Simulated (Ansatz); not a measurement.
C3H4FNO, SMILES `N=C(O)C=CF` from Hartree–Fock to CCSD(T)

```tsv
atom	x (Å)	y (Å)	z (Å)
N1	-1.6918	0.1023	-0.1420
C2	-0.5368	0.5472	-0.4023
O3	-0.4068	1.6575	-1.1566
C4	0.7850	0.0445	-0.0094
C5	1.0411	-1.0114	0.7475
F6	0.0941	-1.7869	1.2713
H7	-1.6569	-0.7325	0.4298
H8	-1.3077	1.9309	-1.3777
H9	1.6432	0.5946	-0.3738
H10	2.0366	-1.3461	1.0132
```

Total charge 0; spin multiplicity 1. The structure was optimised at the PBE0-D4/def2-TZVP level. It is one conformer, not always the lowest. Frozen core, restricted reference, Ansatz 0.2.0. CBS rows extrapolate triple and quadruple zeta; past MP2 they add the triple-zeta difference.

| basis | HF (Eh) | MP2 corr. |
| --- | --- | --- |
| def2-TZVPP | -344.79716 | -1.15562 |
| def2-QZVPP | -344.81246 | -1.24404 |

Task: Estimate the CCSD correlation energy and the (T) correction in each basis where they were run (hartree).

Result: 
| basis | CCSD corr. | (T) |
| --- | --- | --- |
| def2-TZVPP | -1.17519 | -0.05038 |
| CBS(def2) | -1.32911 | as TZ |
